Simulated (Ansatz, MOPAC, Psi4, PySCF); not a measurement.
Complex: C2H2 (SMILES C#C) (first 4 atoms) with C2H2 (SMILES C#C); geometry from A24 set.
(charge 0, multiplicity 1):
```xyz
8

C      0.0000     0.6036    -2.1817
H      0.0000     1.6685    -2.1843
C      0.0000    -0.6036    -2.1817
H      0.0000    -1.6685    -2.1843
C      0.0000     0.0000     1.5783
H      0.0000     0.0000     0.5114
C      0.0000     0.0000     2.7858
H      0.0000     0.0000     3.8502
```

Counterpoise-corrected where a basis set is named; no monomer relaxation. Rows marked so take none.

Correlated levels freeze the cores. Rows in 3-21G, 6-311+G**, 6-31G* carry no dispersion term and start afresh at each structure (6-31G* with six Cartesian d functions). The state that PM7 reach isn't checked; PM7 holds dispersion and hydrogen-bond terms.

Run with Ansatz (Gaussian basis) for Hartree–Fock, density functionals and correlated methods; MOPAC for PM7 (differences of heats of formation); Psi4 for SAPT; PySCF for 3-21G rows, 6-311+G** rows, 6-31G* rows, the dispersion terms. Each number belongs to the level named beside it.

```csv
level,interaction energy (kJ/mol)
PM7,-3.4
HF/3-21G (no counterpoise),-6.8
B97M-V/def2-TZVPPD,-6.6
B3LYP/6-31G*,…
B3LYP/6-311+G** (no counterpoise),-3.3
CAM-B3LYP-D4/def2-TZVPPD,-6.7
wB97X-V/def2-TZVPPD,-6.4
MP2/aug-cc-pVDZ,-5.6
SAPT0/jun-cc-pV(D+d)Z,-5.9
```

**Question.** Fill in the missing entries.

**Answer.** 
- B3LYP/6-31G*, interaction energy (kJ/mol): -4.4

Ansatz is a quantum-chemistry and plane-wave program.
